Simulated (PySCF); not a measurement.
Consider `CP(C)(C)=S` (C3H9PS). Atom numbers as in the mapped SMILES `[CH3:1][P:2]([CH3:3])([CH3:4])=[S:5]`.

Level of theory: ωB97X-D3(BJ)/ma-def2-TZVP single points in PySCF, grid level 2; every species was optimised with PBE0-D3(BJ)/def2-SVP. ωB97X-D3(BJ) is ωB97X-V with D3(BJ) in place of VV10. Thermal corrections: PBE0-D3(BJ)/def2-SVP frequencies, unscaled, ideal gas at 298.15 K and 1 bar, quasi-RRHO entropy.

What are the vertical and the adiabatic ionisation energy for forming the radical cation?

8.44 eV vertical and 8.13 eV adiabatic, the latter with zero-point energy.

Where does the unpaired spin of the relaxed radical cation sit?

S5 (sulfur) 0.98 (intrinsic atomic orbital populations).

What oxidation potential follows in dichloromethane (IEF-PCM), given that Fc+/Fc comes at 4.70 V absolute with this functional and basis?

In the gas phase ΔG of oxidation is 8.078 eV, and solvation is -36.2 kJ/mol for the parent and -211.5 kJ/mol for the product, so the absolute potential is 6.26 V, or 1.56 V against Fc+/Fc. Fc+/Fc in dichloromethane, 4.70 V, is ωB97X-D3(BJ)/ma-def2-TZVP on PBE0-D3(BJ)/def2-SVP structures with GFN2-xTB thermal terms. Benchmark calculations put it near 5.0 V in acetonitrile and DMSO, so it is about 0.3 V low, and the value against it can read up to that much too high. The solvent is electrostatics only, on gas-phase structures; the absolute scale refers to an electron at rest in vacuum.

How far is −ε(HOMO) from the vertical value by ΔSCF?

−ε(HOMO) = 8.67 eV, which is 0.22 eV above the ΔSCF value.

Differences come from unrounded values, so a last digit can differ from that of the printed terms.
